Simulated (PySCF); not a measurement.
PySCF input (HF/cc-pVDZ):

```python
import numpy as np, basis_set_exchange as bse
from pyscf import gto, scf, dft, df

basis = {'C': gto.basis.parse(bse.get_basis('cc-pVDZ', elements=['C'], fmt='nwchem')), 'H': gto.basis.parse(bse.get_basis('cc-pVDZ', elements=['H'], fmt='nwchem')), 'O': gto.basis.parse(bse.get_basis('cc-pVDZ', elements=['O'], fmt='nwchem'))}
mol = gto.M(
    atom='''
    C    -0.01960273    0.53041536    0.01007793
    O     0.02915470   -0.78887498   -0.01498868
    H    -1.06290528    1.00482270    0.02799415
    H     0.48134512    1.04526317    0.90330047
    H     0.46593892    1.07842182   -0.87185278
    ''',
    basis=basis,
    charge=-1,
    verbose=4,
    max_memory=8640,
)
mf = scf.RHF(mol)
mf = mf.density_fit(auxbasis=df.autoaux(mol))
mf.conv_tol = 1e-9
mf.max_cycle = 100
print('smallest overlap eigenvalue', np.linalg.eigvalsh(mol.intor('int1e_ovlp'))[0])
mf.kernel()
dip = mf.dip_moment()
```

Output:

```
PySCF version 2.14.0

[INPUT] verbose = 4
[INPUT] num. atoms = 5
[INPUT] num. electrons = 18
[INPUT] charge = -1
[INPUT] spin (= nelec alpha-beta = 2S) = 0
[INPUT] symmetry False subgroup None
[INPUT] Mole.unit = angstrom
[INPUT] Symbol           X                Y                Z      unit          X                Y                Z       unit  Magmom
[INPUT]  1 C     -0.019602730000   0.530415360000   0.010077930000 AA   -0.037043790994   1.002339762663   0.019044527603 Bohr   0.0
[INPUT]  2 O      0.029154700000  -0.788874980000  -0.014988680000 AA    0.055094398244  -1.490757658722  -0.028324500169 Bohr   0.0
[INPUT]  3 H     -1.062905280000   1.004822700000   0.027994150000 AA   -2.008599875554   1.898839706746   0.052901276590 Bohr   0.0
[INPUT]  4 H      0.481345120000   1.045263170000   0.903300470000 AA    0.909610448196   1.975261119395   1.706990496491 Bohr   0.0
[INPUT]  5 H      0.465938920000   1.078421820000  -0.871852780000 AA    0.880496949576   2.037921886555  -1.647562975141 Bohr   0.0

nuclear repulsion = 34.4871353859017
number of shells = 12
number of NR pGTOs = 73
number of NR cGTOs = 43
basis = {'C': [[0, [6665.0, 0.000692, -0.000146, 0.0], [1000.0, 0.005329, -0.001154, 0.0], [228.0, 0.027077, -0.005725, 0.0], [64.71, 0.101718, -0.023312, 0.0], [21.06, 0.27474, -0.063955, 0.0], [7.495, 0.448564, -0.149981, 0.0], [2.797, 0.285074, -0.127262, 0.0], [0.5215, 0.015204, 0.544529, 0.0], [0.1596, -0.003191, 0.580496, 1.0]], [1, [9.439, 0.038109, 0.0], [2.002, 0.20948, 0.0], [0.5456, 0.508557, 0.0], [0.1517, 0.468842, 1.0]], [2, [0.55, 1.0]]], 'H': [[0, [13.01, 0.019685, 0.0], [1.962, 0.137977, 0.0], [0.4446, 0.478148, 0.0], [0.122, 0.50124, 1.0]], [1, [0.727, 1.0]]], 'O': [[0, [11720.0, 0.00071, -0.00016, 0.0], [1759.0, 0.00547, -0.001263, 0.0], [400.8, 0.027837, -0.006267, 0.0], [113.7, 0.1048, -0.025716, 0.0], [37.03, 0.283062, -0.070924, 0.0], [13.27, 0.448719, -0.165411, 0.0], [5.025, 0.270952, -0.116955, 0.0], [1.013, 0.015458, 0.557368, 0.0], [0.3023, -0.002585, 0.572759, 1.0]], [1, [17.7, 0.043018, 0.0], [3.854, 0.228913, 0.0], [1.046, 0.508728, 0.0], [0.2753, 0.460531, 1.0]], [2, [1.185, 1.0]]]}
ecp = {}
ETB for C: l = 0, exps = 0.3034 * 1.8^n , n = 0..13
ETB for C: l = 1, exps = 0.3034 * 1.8^n , n = 0..10
ETB for C: l = 2, exps = 0.3034 * 1.8^n , n = 0..9
ETB for C: l = 3, exps = 0.7017 * 2.2^n , n = 0..1
ETB for O: l = 0, exps = 0.5506 * 1.8^n , n = 0..13
ETB for O: l = 1, exps = 0.5506 * 1.8^n , n = 0..10
ETB for O: l = 2, exps = 0.5506 * 1.8^n , n = 0..9
ETB for O: l = 3, exps = 1.4603000000000002 * 2.2^n , n = 0..1
ETB for H: l = 0, exps = 0.244 * 1.8^n , n = 0..8
ETB for H: l = 1, exps = 0.849 * 2^n , n = 0..1
ETB for H: l = 2, exps = 1.454 * 2.2^n , n = 0..0
smallest overlap eigenvalue 0.010831360056266481

******** <class 'pyscf.df.df_jk.DFRHF'> ********
method = DFRHF
initial guess = minao
damping factor = 0
level_shift factor = 0
DIIS = <class 'pyscf.scf.diis.CDIIS'>
diis_start_cycle = 1
diis_space = 8
diis_damp = 0
SCF conv_tol = 1e-09
SCF conv_tol_grad = None
SCF max_cycles = 100
direct_scf = False
Set gradient conv threshold to 3.16228e-05
Initial guess from minao.
******** <class 'pyscf.df.df.DF'> ********
auxbasis = {'C': [[0, [np.float64(631.7687540244634), 1]], [0, [np.float64(350.98264112470196), 1]], [0, [np.float64(194.99035618038994), 1]], [0, [np.float64(108.32797565577219), 1]], [0, [np.float64(60.18220869765121), 1]], [0, [np.float64(33.43456038758401), 1]], [0, [np.float64(18.574755770880003), 1]], [0, [np.float64(10.3193087616), 1]], [0, [np.float64(5.732949312000001), 1]], [0, [np.float64(3.18497184), 1]], [0, [np.float64(1.7694288000000002), 1]], [0, [np.float64(0.9830160000000001), 1]], [0, [np.float64(0.54612), 1]], [0, [np.float64(0.3034), 1]], [1, [np.float64(108.32797565577219), 1]], [1, [np.float64(60.18220869765121), 1]], [1, [np.float64(33.43456038758401), 1]], [1, [np.float64(18.574755770880003), 1]], [1, [np.float64(10.3193087616), 1]], [1, [np.float64(5.732949312000001), 1]], [1, [np.float64(3.18497184), 1]], [1, [np.float64(1.7694288000000002), 1]], [1, [np.float64(0.9830160000000001), 1]], [1, [np.float64(0.54612), 1]], [1, [np.float64(0.3034), 1]], [2, [np.float64(60.18220869765121), 1]], [2, [np.float64(33.43456038758401), 1]], [2, [np.float64(18.574755770880003), 1]], [2, [np.float64(10.3193087616), 1]], [2, [np.float64(5.732949312000001), 1]], [2, [np.float64(3.18497184), 1]], [2, [np.float64(1.7694288000000002), 1]], [2, [np.float64(0.9830160000000001), 1]], [2, [np.float64(0.54612), 1]], [2, [np.float64(0.3034), 1]], [3, [np.float64(1.5437400000000001), 1]], [3, [np.float64(0.7017), 1]]], 'O': [[0, [np.float64(1146.512445503855), 1]], [0, [np.float64(636.9513586132528), 1]], [0, [np.float64(353.86186589625146), 1]], [0, [np.float64(196.58992549791748), 1]], [0, [np.float64(109.21662527662082), 1]], [0, [np.float64(60.675902931456015), 1]], [0, [np.float64(33.708834961920005), 1]], [0, [np.float64(18.7271305344), 1]], [0, [np.float64(10.403961408), 1]], [0, [np.float64(5.77997856), 1]], [0, [np.float64(3.2110992000000005), 1]], [0, [np.float64(1.783944), 1]], [0, [np.float64(0.99108), 1]], [0, [np.float64(0.5506), 1]], [1, [np.float64(196.58992549791748), 1]], [1, [np.float64(109.21662527662082), 1]], [1, [np.float64(60.675902931456015), 1]], [1, [np.float64(33.708834961920005), 1]], [1, [np.float64(18.7271305344), 1]], [1, [np.float64(10.403961408), 1]], [1, [np.float64(5.77997856), 1]], [1, [np.float64(3.2110992000000005), 1]], [1, [np.float64(1.783944), 1]], [1, [np.float64(0.99108), 1]], [1, [np.float64(0.5506), 1]], [2, [np.float64(109.21662527662082), 1]], [2, [np.float64(60.675902931456015), 1]], [2, [np.float64(33.708834961920005), 1]], [2, [np.float64(18.7271305344), 1]], [2, [np.float64(10.403961408), 1]], [2, [np.float64(5.77997856), 1]], [2, [np.float64(3.2110992000000005), 1]], [2, [np.float64(1.783944), 1]], [2, [np.float64(0.99108), 1]], [2, [np.float64(0.5506), 1]], [3, [np.float64(3.2126600000000005), 1]], [3, [np.float64(1.4603000000000002), 1]]], 'H': [[0, [np.float64(26.888703805440006), 1]], [0, [np.float64(14.938168780800002), 1]], [0, [np.float64(8.298982656000002), 1]], [0, [np.float64(4.610545920000001), 1]], [0, [np.float64(2.5614144), 1]], [0, [np.float64(1.423008), 1]], [0, [np.float64(0.79056), 1]], [0, [np.float64(0.4392), 1]], [0, [np.float64(0.244), 1]], [1, [np.float64(1.698), 1]], [1, [np.float64(0.849), 1]], [2, [np.float64(1.454), 1]]]}
init E= -114.322061437279
  HOMO = -0.307677006820793  LUMO = 0.142613780252259  gap/eV = 12.25304
cycle= 1 E= -114.269946205992  delta_E= 0.0521  |g|= 0.767  |ddm|= 3.21
  HOMO = 0.0923835486870717  LUMO = 0.378755733322472  gap/eV = 7.79258
cycle= 2 E= -114.337028286124  delta_E= -0.0671  |g|= 0.547  |ddm|= 1.77
  HOMO = -0.0635367246190573  LUMO = 0.396002875326188  gap/eV = 12.50471
cycle= 3 E= -114.392978578513  delta_E= -0.056  |g|= 0.0373  |ddm|= 0.684
  HOMO = -0.073035936313416  LUMO = 0.396851239306828  gap/eV = 12.78628
cycle= 4 E= -114.393518582644  delta_E= -0.00054  |g|= 0.00772  |ddm|= 0.112
  HOMO = -0.0718794183473897  LUMO = 0.397559440615012  gap/eV = 12.77408
cycle= 5 E= -114.393545407064  delta_E= -2.68e-05  |g|= 0.00317  |ddm|= 0.0187
  HOMO = -0.072538826763629  LUMO = 0.397264425833783  gap/eV = 12.78400
cycle= 6 E= -114.393549355191  delta_E= -3.95e-06  |g|= 0.000874  |ddm|= 0.00838
  HOMO = -0.072492103127425  LUMO = 0.397297084148193  gap/eV = 12.78361
cycle= 7 E= -114.393549848936  delta_E= -4.94e-07  |g|= 0.000166  |ddm|= 0.00284
  HOMO = -0.0725038049617497  LUMO = 0.397310764561371  gap/eV = 12.78431
cycle= 8 E= -114.393549871731  delta_E= -2.28e-08  |g|= 2.69e-05  |ddm|= 0.000748
  HOMO = -0.0725025049749986  LUMO = 0.397311139633624  gap/eV = 12.78428
cycle= 9 E= -114.393549872284  delta_E= -5.53e-10  |g|= 4.97e-06  |ddm|= 0.000113
  HOMO = -0.0725021248219288  LUMO = 0.397311690213147  gap/eV = 12.78429
Extra cycle  E= -114.393549872299  delta_E= -1.52e-11  |g|= 1.85e-06  |ddm|= 1.4e-05
converged SCF energy = -114.393549872299

WARN: System has nonzero charge -1; the dipole moment is origin-dependent.
Location of origin: [0. 0. 0.]

Dipole moment(X, Y, Z, Debye): -0.07082,  1.91636,  0.03641
```
